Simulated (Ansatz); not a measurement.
# C2H2ClNO: the cost of one run

Method: RKS PBE0-D4/STO-3G, in Ansatz 0.2.0.

## (1) The structure to begin with

Bond lengths: N1–C2 1.229 Å, C2–Cl3 1.673 Å, C2–C4 1.520 Å, C4–O5 1.192 Å, N1–H6 1.029 Å, C4–H7 1.116 Å. Angles: N1–C2–Cl3 118.2°, N1–C2–C4 123.7°, Cl3–C2–C4 118.1°, C2–N1–H6 112.5°, C2–C4–O5 124.6°, C2–C4–H7 111.4°, O5–C4–H7 123.4°.

As a file:

```xyz
7

N    -0.8242    0.9762    0.5713
C    -0.0436    0.0539    0.3442
Cl    0.6845   -0.7043    1.6463
C     0.3471   -0.3941   -1.0548
O     1.0578   -1.3203   -1.2955
H    -0.9227    1.1706    1.5766
H    -0.2377    0.1500   -1.8337
```

## (2) End point A

input.yaml reads:

```yaml
crystal:
  periodic: [false, false, false]
  atoms:
    - { symbol: "N", position_ang: [-0.8242, 0.9762, 0.5713] }
    - { symbol: C, position_ang: [-0.0436, 0.0539, 0.3442] }
    - { symbol: Cl, position_ang: [0.6845, -0.7043, 1.6463] }
    - { symbol: C, position_ang: [0.3471, -0.3941, -1.0548] }
    - { symbol: O, position_ang: [1.0578, -1.3203, -1.2955] }
    - { symbol: H, position_ang: [-0.9227, 1.1706, 1.5766] }
    - { symbol: H, position_ang: [-0.2377, 0.15, -1.8337] }
basis:
  gaussian: { orbitals: STO-3G }
hamiltonian:
  xc: pbe0
  dispersion: d4
relax:
  f_tol: 0.015
  max_steps: 40
```

On the command line:

```sh
$ ansatz run input.yaml --threads 1 --pin off --max-ram 2048MiB --backend cpu --events-out ev --progress --plain --runs-dir out
```

What time and memory should one allow on 1 thread of Arm Neoverse V1, shared host?

About 18 s, with a peak of 0.14 GiB.
